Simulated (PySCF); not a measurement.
C₄H₅O (charge -1).
Structure used (PBE0-D3(BJ)/def2-SVP), in Å, numbered top down from 1:
```xyz
10
C4H5O angstrom
C     -2.2002    0.9323   -0.2886
C     -1.0013    0.3647    0.0244
C      0.3175    0.8702   -0.1419
C      1.4604    0.1415    0.2389
O      1.5452   -0.9886    0.7501
H     -2.2629    1.9291   -0.7428
H     -3.1454    0.4132   -0.0988
H     -1.0144   -0.6383    0.4774
H      0.4688    1.8633   -0.5838
H      2.4249    0.7070    0.0285
```

Computed with PySCF at PBE0/pcSseg-1, non-relativistic, on one gas-phase PBE0-D3(BJ)/def2-SVP geometry that isn't relaxed in the solvent. The solvent is an IEF-PCM continuum (Bondi radii, 1.10 Å for H, scaled by 1.2). The model holds no explicit solvent molecules, cavitation or dispersion.

Gas phase at PBE0/pcSseg-1: HOMO 0.15 eV, LUMO 5.16 eV.

Question: What does the continuum do to the energy and the frontier levels at PBE0/pcSseg-1 in cyclohexane and chloroform?

Answer: 
```json
{"solvent": "cyclohexane", "ε": "2.017", "E(solvent) − E(gas) (kJ/mol)": "-120.05", "polarisation term (kJ/mol)": "-121.27", "distortion of the solute (kJ/mol)": "1.22", "HOMO (eV)": "-2.19", "LUMO (eV)": "2.85"}
{"solvent": "chloroform", "ε": "4.711", "E(solvent) − E(gas) (kJ/mol)": "-191.01", "polarisation term (kJ/mol)": "-195.03", "distortion of the solute (kJ/mol)": "4.02", "HOMO (eV)": "-3.52", "LUMO (eV)": "1.53"}
```

The polarisation term is half the interaction of the solute with the surface charges that it induces; the rest is the cost of distorting the solute's density. The sum is the electrostatic part of solvation alone. From cyclohexane to chloroform the lowering changes by a factor 1.59, Born's factor 1 − 1/ε by 1.56 and ε itself by 2.3.

Question: Which radius a makes Born's formula ΔE = −(q²/2a)(1 − 1/ε) give the value in chloroform?

Answer: a = q²(1 − 1/ε)/(2|ΔE|) = 2.86 Å, with q = -1 e and |ΔE| = 0.0728 Eh; the farthest nucleus lies 2.81 Å from the centroid of the nuclei. The formula assumes a point charge at the centre of a sphere.

Question: Which Hirshfeld charges (PBE0/pcSseg-1) respond most in chloroform (means over atoms taken as equivalent)?

Answer: 
```
atoms                    environment  gas (e)  solvent (e)  change
   O5                 enolate oxygen   -0.407       -0.440  -0.033
   H7               vinylic hydrogen   -0.011       +0.005  +0.016
  H10               vinylic hydrogen   -0.035       -0.020  +0.015
   H6               vinylic hydrogen   -0.011       +0.003  +0.014
   C1           terminal =CH2 carbon   -0.238       -0.226  +0.012
   C2               alkene CH carbon   -0.085       -0.097  -0.012
   C4  vinylic carbon bearing oxygen   -0.012       -0.022  -0.010
   H9             hydrogen on carbon   -0.014       -0.005  +0.009
   C3     carbon bonded to 2 C and H   -0.202       -0.210  -0.008
   H8               vinylic hydrogen   +0.015       +0.012  -0.003
```

Question: How do the nuclear quadrupole coupling constants eQVzz/h respond in chloroform?

Answer: 
```csv
nucleus,Q (barn),gas (MHz),solvent (MHz),η gas,η solvent
17O at O5,-0.0256,8.78,8.59,0.36,0.43
```

The run took about 21 s of CPU time (one thread, shared machine). This is the whole shielding run at PBE0/pcSseg-1 in chloroform, SCF included.
